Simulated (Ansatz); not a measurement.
# One shape, several levels: SiH3Cl (chlorosilane)

Aim: a comparison of 6 runs (CAM-B3LYP/STO-3G, wB97M-V/STO-3G, CCSDT(Q)/STO-3G, CCSD/STO-3G, CCSD(T)/STO-3G, UCCSD(T)/STO-3G) of SiH3Cl (chlorosilane). 

The results are computed with Ansatz 0.2.0.

53 further runs of the same task are left out: 4 that didn't finish, 49 set aside as unsound or not needed.

**1. The molecule**

SiH3Cl has 5 atoms, charge 0, and is taken as a singlet. As SMILES, `[SiH3]Cl`. The H4–Si1 distance was set to 3.702 Å, away from the relaxed value. At this shape a bond of the SMILES string is far longer than usual.

Bond lengths: Si1–Cl2 2.054 Å, Si1–H3 1.481 Å, Si1–H5 1.481 Å. Angles: Cl2–Si1–H3 108.5°, Cl2–Si1–H5 108.5°, H3–Si1–H5 110.4°.

**2. A single-point energy at CAM-B3LYP/STO-3G (run 1)**

Input file input.yaml:

```yaml
crystal:
  periodic: [false, false, false]
  atoms:
    - {symbol: Si, position_ang: [0.522055, 0.925058, 1.895116]}
    - {symbol: Cl, position_ang: [2.472355, 0.392958, 2.255916]}
    - {symbol: H, position_ang: [-0.316845, 0.418158, 3.005116]}
    - {symbol: H, position_ang: [-0.534700, -0.585700, -1.314900]}
    - {symbol: H, position_ang: [0.443255, 2.401858, 1.821316]}
basis:
  gaussian:
    orbitals: STO-3G
hamiltonian:
  xc: {name: CAM-B3LYP}
accuracy: high
```

Run with:

```console
$ ansatz run input.yaml --threads 1 --pin off --max-ram 2610MiB --events-out events.jsonl --progress --plain --runs-dir runs
```

Standard output:

```text
Warning: RAYON_NUM_THREADS=1 ignored (pool sized by the plan → 1); use --threads N
Functional definition: CAM-B3LYP
  name "CAM-B3LYP"
  parameter alpha = 0.19
  parameter beta = 0.46
  parameter omega = 0.33/bohr
  parameter ac = 0.81
  exchange = (1 - alpha - beta)*b88_x + beta*b88_x_sr(omega) + alpha*exact_x + beta*exact_x_lr(omega)
  correlation = (1 - ac)*vwn5_c + ac*lyp_c
359 factors; integrals over basis functions are off by at most 1.1e-8 eV
152 factors; integrals over basis functions are off by at most 8.5e-10 eV
mean field evaluation 1: about -20203.2745 eV, gradient 2.4e1 eV
mean field evaluation 2: about -20200.6987 eV, gradient 2.9e1 eV
mean field evaluation 4: about -20212.5859 eV, gradient 1.0e1 eV
mean field evaluation 8: about -20212.5862 eV, gradient 1.0e1 eV
mean field evaluation 16: about -20213.2918 eV, gradient 5.9e-8 eV
mean field -20213.29184643 eV, -742.8247742949 hartree, gradient 5.9e-8 eV, S^2 0.000000; 0 other end points of the search recorded, 0 dependent functions left out
reference -20213.29186130 eV, -742.8247748414 hartree; 17, 17 occupied and 4, 4 virtual orbitals, 359 factors
Total energy: -20213.29186130 eV, -742.8247748414 hartree
```

Run time: 1.5 s. Hardware: 1 thread of Arm Neoverse V1, shared host; peak memory 0.097 GiB.

**3. The energy at wB97M-V/STO-3G (run 2)**

input.yaml: that of step 2 with these lines changed.

```diff
@@ -12,3 +12,3 @@
 hamiltonian:
-  xc: {name: CAM-B3LYP}
+  xc: {name: wB97M-V}
 accuracy: high
```

Run with:

```console
$ ansatz run input.yaml --threads 1 --pin off --max-ram 2610MiB --events-out events.jsonl --progress --plain --runs-dir runs
```

Standard output (excerpt; [...] marks lines left out):

```text
Warning: RAYON_NUM_THREADS=1 ignored (pool sized by the plan → 1); use --threads N
Functional definition: wB97M-V
  name "wB97M-V"
[...]
  gx(w, u) = 1 - cx + cx01*u + cx10*w
  gss(w, u) = css00 + css04*u^4 + css10*w + css20*w^2 + css43*w^4*u^3
  gos(w, u) = cos00 + cos10*w + (cos20 + cos21*u)*w^2 + (cos60 + cos61*u)*w^6
[...]
      + integral(e_c_pw_mod_opposite_spin*gos(b97_w_opposite, b97_u_opposite)) + vv10(b, c)
359 factors; integrals over basis functions are off by at most 1.1e-8 eV
147 factors; integrals over basis functions are off by at most 1.5e-9 eV
[...]
mean field -20215.86451423 eV, -742.9193180927 hartree, gradient 1.5e-8 eV, S^2 0.000000; 0 other end points of the search recorded, 0 dependent functions left out
reference -20215.86451704 eV, -742.9193181962 hartree; 17, 17 occupied and 4, 4 virtual orbitals, 359 factors
Total energy: -20215.86451704 eV, -742.9193181962 hartree
```

Wall time 18 s (1 thread of Arm Neoverse V1, shared host); peak memory 0.27 GiB.

**4. A single-point energy at CCSDT(Q)/STO-3G (run 3)**

Input file in.yaml:

```yaml
crystal:
  periodic: [false, false, false]
  atoms:
    - {symbol: Si, position_ang: [0.522055, 0.925058, 1.895116]}
    - {symbol: Cl, position_ang: [2.472355, 0.392958, 2.255916]}
    - {symbol: H, position_ang: [-0.316845, 0.418158, 3.005116]}
    - {symbol: H, position_ang: [-0.534700, -0.585700, -1.314900]}
    - {symbol: H, position_ang: [0.443255, 2.401858, 1.821316]}
basis:
  gaussian:
    orbitals: STO-3G
correlation:
  method: ccsdt_q
  frozen_orbitals: {Cl: 5, H: 0, Si: 5}
accuracy: high
scf:
  omitted_lower_state_checks: [cluster_reference, increment]
```

Run with:

```console
$ ansatz run in.yaml --threads 1 --pin off --max-ram 2610MiB --events-out events.jsonl --progress --plain --runs-dir runs
```

Standard output:

```text
Warning: RAYON_NUM_THREADS=1 ignored (pool sized by the plan → 1); use --threads N
[... 12 lines left out ...]
10 core orbitals not correlated: weight in the atoms' cores, before any rotation towards them, 1.000 or more for the frozen orbitals, at most 0.000 for the correlated occupied ones
[... 34 lines left out ...]
WARN: these amplitudes may be one of several solutions (largest doubles amplitude 0.91, level shift 13.41 eV)
Total energy: -20187.05742093 eV, -741.8606769402 hartree
Checks for a lower state left out: cluster_reference, increment
```

It took 0.36 s on 1 thread of Arm Neoverse V1, shared host.

Runs 4 to 5 aren't shown in full; the table further down has their settings and results.

**5. The energy at UCCSD(T)/STO-3G (run 6)**

input.yaml: that of step 3 with these lines changed.

```diff
@@ -1 +1,4 @@
+basis:
+  gaussian:
+    orbitals: STO-3G
 crystal:
@@ -8,7 +11,10 @@
     - {symbol: H, position_ang: [0.443255, 2.401858, 1.821316]}
-basis:
-  gaussian:
-    orbitals: STO-3G
-hamiltonian:
-  xc: {name: wB97M-V}
+magnetization:
+  spin_polarized: true
+  initial_magnetization: 0
+correlation:
+  method: ccsd_t
+  frozen_orbitals: {Cl: 5, H: 0, Si: 5}
 accuracy: high
+scf:
+  omitted_lower_state_checks: [cluster_reference, increment]
```

Run with:

```console
$ ansatz run input.yaml --threads 1 --pin off --max-ram 2610MiB --events-out events.jsonl --progress --plain --runs-dir runs
```

Standard output:

```text
Warning: RAYON_NUM_THREADS=1 ignored (pool sized by the plan → 1); use --threads N
[... 15 lines left out ...]
10 core orbitals not correlated: weight in the atoms' cores, before any rotation towards them, 1.000 or more for the frozen orbitals, at most 0.000 for the correlated occupied ones
[... 31 lines left out ...]
Total energy: -20187.03887131 eV, -741.8599952544 hartree
Checks for a lower state left out: cluster_reference, increment
```

Run time: 0.49 s. Hardware: 1 thread of Arm Neoverse V1, shared host.

**6. All runs side by side**

| run | level | frozen core orbitals | energy (Eh) | wall time |
| --- | --- | --- | --- | --- |
| 1 | CAM-B3LYP/STO-3G | – | -742.824775 | 1.5 s |
| 2 | wB97M-V/STO-3G | – | -742.919318 | 18 s |
| 3 | CCSDT(Q)/STO-3G | 10 | -741.860677 | 0.36 s |
| 4 | CCSD/STO-3G | 10 | -741.853705 | 0.24 s |
| 5 | CCSD(T)/STO-3G | 10 | -741.862442 | 0.22 s |
| 6 | UCCSD(T)/STO-3G | 10 | -741.859995 | 0.49 s |

**7. Summary of results**

| quantity | value |
| --- | --- |
| run 6: total energy | -741.86000 Eh |
| run 6: correlation energy (10 core orbitals frozen) | -50.7 mEh |
| run 6: (T) correction | -0.67 mEh |
| run 6: ⟨S²⟩ of the reference determinant | 0.999 |
| run 6: T1 diagnostic | 0.007 |

Totals of different functionals can't be ranked against each other. In runs 3, 4, 5 the log says that unrestricted orbitals would lower the reference, so the values rest on an unstable closed-shell determinant (other closed-shell runs at this shape may share the fault). In runs 1, 2, 3, 4, 5, 6 the basis is minimal, so the values are rough. In runs 1, 2, 4, 5 a closed-shell determinant meets a far-stretched bond, which it describes badly. Spin contamination of the reference: run 6 ⟨S²⟩ = 1.00. Where it is this large, the reference is a mixture of spin states, and values that rest on it are in doubt. All runs together took 21 s, the longest 18 s.
